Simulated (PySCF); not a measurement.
## How well do the runs reproduce experiment for HLi?

**What was measured.**

Liu, Meijer, Perez-Rios, Phys. Chem. Chem. Phys. 22 (2020) 24191 lists, for the gas: dipole moment 5.882 D.

The runs below try to reproduce these values; the comparison stands at the end.

Species: HLi.
Numbering: `[LiH:1]` (hydrogens: H2 on Li1)

Structure used (PBE/6-31+G*), in Å, numbered top down from 1:
```xyz
2
LiH angstrom
Li     0.820   -0.003   -0.003
H     -0.817    0.004   -0.012
```

The PySCF runs (gas phase, on this PBE/6-31+G* geometry; no spin–orbit coupling):

| level | job | basis functions | wall time |
| --- | --- | --- | --- |
| PBE/6-31+G*, grid level 1 | geometry optimisation from a GFN2-xTB start | 20 | 1.1 s |

Hardware: Arm Neoverse N1, one thread, no GPU, on a shared host.

All basis functions are spherical.

**Comparison with experiment**

**Dipole moment.** Measured: 5.882 D (Liu, Meijer, Perez-Rios, Phys. Chem. Chem. Phys. 22 (2020) 24191).

| level | computed (D) | computed − measured (D) | % (from the printed values) |
| --- | --- | --- | --- |
| PBE/6-31+G* | 5.555 | -0.327 | -6 |

The computed dipoles belong to one fixed geometry; measured ones are averaged over vibrations unless marked μe. Magnitudes are compared, not signs.

No measured geometry was used, and the causes of the misses weren't examined.
